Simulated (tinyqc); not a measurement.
Worked calculation: Pariser-Parr-Pople SCF with singles CI, for the molecule Fc1c[cH+]1 (SMILES; centres numbered as the heavy atoms are written). One step of it, computed by the program tinyqc.

Problem. PPP integrals. Mataga-Nishimoto: gamma = 14.399645/(R + a), a = 2 x 14.399645/(gamma_rr + gamma_ss); H_rr = -W_r - sum_(s != r) z_s gamma_rs; H_rs = beta for bonds.

Centres (angstrom, eV; a flat drawing with bonds scaled to 1.40 angstrom):
```
centre,x,y,core charge z,W,gamma_rr
1F,1.656000,0.000000,2,39.000000,21.400000
2C,0.256000,0.000000,1,11.160000,11.130000
3C,-0.956000,0.700000,1,11.160000,11.130000
4C,-0.956000,-0.700000,1,11.160000,11.130000
```

Resonance integrals (eV):
```
i,j,beta
1,2,-2.100000
2,3,-2.390000
3,4,-2.390000
4,2,-2.390000
```

Give: repulsion gamma_rs; core matrix H.

Solution.

repulsion gamma_rs (eV):
```
,1F,2C,3C,4C
1F,21.400,6.301,4.012,4.012
2C,6.301,11.130,5.346,5.346
3C,4.012,5.346,11.130,5.346
4C,4.012,5.346,5.346,11.130
```

core matrix H (eV):
```
,1F,2C,3C,4C
1F,-53.324,-2.100,0.000,0.000
2C,-2.100,-34.454,-2.390,-2.390
3C,0.000,-2.390,-29.875,-2.390
4C,0.000,-2.390,-2.390,-29.875
```
